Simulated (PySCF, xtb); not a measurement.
propane (C₃H₈), SMILES CCC. Atoms are numbered in the order given.

```xyz
11

C      1.2754     0.0000     0.2586
C      0.0000     0.0000    -0.5840
C     -1.2754     0.0000     0.2586
H      2.1800     0.0000    -0.3704
H      1.3222    -0.8885     0.9108
H      1.3222     0.8885     0.9108
H      0.0000     0.8807    -1.2506
H      0.0000    -0.8807    -1.2506
H     -2.1800     0.0000    -0.3704
H     -1.3222     0.8885     0.9108
H     -1.3222    -0.8885     0.9108
```

Geometry: B3LYP-D3(BJ)/def2-SVP.

Level of theory: C-PCM-PBE0/def2-SVP (PySCF).

The values are the electrostatic part of the solvation free energy, E(continuum) − E(gas) at the gas-phase geometry, in a cavity of scaled van der Waals radii (PySCF's table); cavitation and dispersion terms are not included. In vacuum the orbital gap is 10.97 eV. The dipole moment in vacuum is 0.05 D.

```csv
solvent,ε,ΔG(elec) (kcal/mol),dipole (D),gap (eV)
water,78.36,-0.4,0.06,10.99
1-octanol,9.86,-0.3,0.06,10.99
cyclohexanone,15.62,-0.4,0.06,10.99
```

For comparison, GFN2-xTB/ALPB(water) (xtb, at the GFN2-xTB geometry, all terms of that model) gives 0.0 kcal/mol.
